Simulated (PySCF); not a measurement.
```yaml
atoms:
  - { symbol: Al, position_ang: [1.4787, -0.0052, 0.0072] }
  - { symbol: Al, position_ang: [-0.7052, 1.2593, 0.0223] }
  - { symbol: Al, position_ang: [-0.7040, -1.2724, 0.0134] }
```

Basis set: cc-pV(T+d)Z (spherical functions). Left uncorrelated: 15 orbitals. Charge 1, multiplicity 1.

Starred EOM-CCSD(T)(a) on the restricted Hartree–Fock determinant with PySCF 2.14.0; the energies are vertical.

(1) The solver was asked for the few lowest roots only. Give the electron affinities of singlet Al₃(+) among them whose weight of singles is over 0.7 (positive where the electron binds).

Results:

(1)

```tsv
root	energy (eV)	weight of singles
1	6.74	0.95
2	5.96	0.94
3	5.95	0.94
```

Higher main lines weren't sought.
